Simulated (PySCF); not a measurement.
Compound: H6SSi2.
SMILES: `[SiH3][SiH2]S`

A linear-response calculation (PySCF, def2-SVPD basis, gas phase, vertical, core orbitals frozen in the response) gave these numbers; the functional is withheld.

Orbital energies (eV): HOMO-3 -11.12, HOMO-2 -10.86, HOMO-1 -10.02, HOMO -8.60, LUMO 0.47, LUMO+1 0.79, LUMO+2 1.07.

| state | E (eV) | f | main configurations (H = HOMO, L = LUMO) |
| --- | --- | --- | --- |
| S1 | 5.74 | 0.035 | H→L (96%) |
| S2 | 5.90 | 0.0040 | H→L+1 (75%), H→L+4 (9%) |
| S3 | 6.71 | 0.0057 | H→L+3 (75%), H→L+2 (12%) |
| S4 | 7.00 | 0.056 | H→L+2 (61%), H-1→L (11%), H→L+3 (10%) |
| S5 | 7.18 | 0.027 | H→L+4 (64%), H→L+1 (13%) |
| S6 | 7.29 | 0.085 | H-1→L (69%), H→L+5 (9%) |

Triplets (Tamm–Dancoff): T1 5.29 eV, H→L (90%); T2 5.49 eV, H→L+1 (64%), H→L+4 (14%), H→L+8 (8%); T3 6.17 eV, H→L+3 (69%), H-1→L+3 (12%); T4 6.41 eV, H-1→L (57%), H→L+2 (12%), H→L+4 (9%).

Vertical ionisation energy by ΔSCF with the same functional: 9.47 eV. Mean static polarisability: 81.5 au.

Question: Which of these was used?
A. B3LYP
B. PBE
C. HF
D. CAM-B3LYP

Answer: D. CAM-B3LYP is range-separated, 19% exact exchange at short range and 65% at long range (ω = 0.33 bohr⁻¹). In this run −ε(HOMO) = 8.60 eV differs from the ΔSCF value by -0.87 eV, and S1 differs from the orbital gap of 9.07 eV by -3.32 eV. The ratio −ε(HOMO)/IP is 0.91. Small neutral molecules mostly give 0.85 to 0.93 with CAM-B3LYP, 0.5 to 0.7 with PBE, 0.67 to 0.83 with B3LYP; with Hartree–Fock the ratio is 1 or more (Koopmans' value less the relaxation energy is the ΔSCF value). The other options: PBE, a GGA without exact exchange; HF, time-dependent Hartree–Fock, 100% exact exchange; B3LYP, a global hybrid with 20% exact exchange.

Computed, not measured: TDDFT CAM-B3LYP/def2-SVPD, vertical, gas phase, core orbitals frozen in the response in PySCF. The structure is a single PBE0-D3(BJ)/def2-SVP conformer in the gas phase; no vibrational or solvent corrections.

On Arm Neoverse V1, one thread, shared host with 32 logical CPUs at a one-minute load of 22, this took 16 s wall and 0.57 GiB of memory at its peak.

Shape of the structure used: `[SiH3:1][SiH2:2][SH:3]`: H–S3–Si2–Si1 -56°.
